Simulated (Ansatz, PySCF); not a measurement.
This Ansatz (a quantum-chemistry and plane-wave program) input computes a CCSD(T)/cc-pVDZ energy:

Ansatz 0.2 input:
```yaml
crystal:
  periodic: [false, false, false]
  atoms:
    - {symbol: C, position_ang: [-0.03124793, -0.06375843, -1.25786558]}
    - {symbol: C, position_ang: [0.00426770, -0.02343511, -0.00300284]}
    - {symbol: H, position_ang: [0.07165628, -0.76285566, -2.05909856]}
    - {symbol: O, position_ang: [0.01127814, 0.16075211, 1.20303864]}
basis:
  gaussian:
    orbitals: cc-pVDZ
total_charge: -1
magnetization: {spin_polarized: false}
correlation: {method: ccsd_t, electrons: outside_noble_gas}
```

**Question.** Write an input for the same energy in PySCF and say what it gives.

**Answer.** 
```python
from pyscf import gto, scf, mp, cc as ccmod

mol = gto.M(
    atom='''
    C    -0.03124793   -0.06375843   -1.25786558
    C     0.00426770   -0.02343511   -0.00300284
    H     0.07165628   -0.76285566   -2.05909856
    O     0.01127814    0.16075211    1.20303864
    ''',
    basis='cc-pvdz',
    charge=-1,
    spin=0,
    verbose=4,
)

mf = scf.RHF(mol)
mf.conv_tol = 1e-10
mf.max_cycle = 100
mf.kernel()
mp2 = mp.MP2(mf, frozen=3).run()
cc = ccmod.CCSD(mf, frozen=3)
cc.max_cycle = 100
cc.kernel()
et = cc.ccsd_t()
print(f'E(CCSD(T)) = {cc.e_tot + et:.9f}')
```
It gives -151.58861 Eh, and Ansatz -151.58861 Eh, a difference of 0.00 mEh.

It need not be the lowest isomer of its formula. Whether it binds its extra electron was not tested at this geometry.
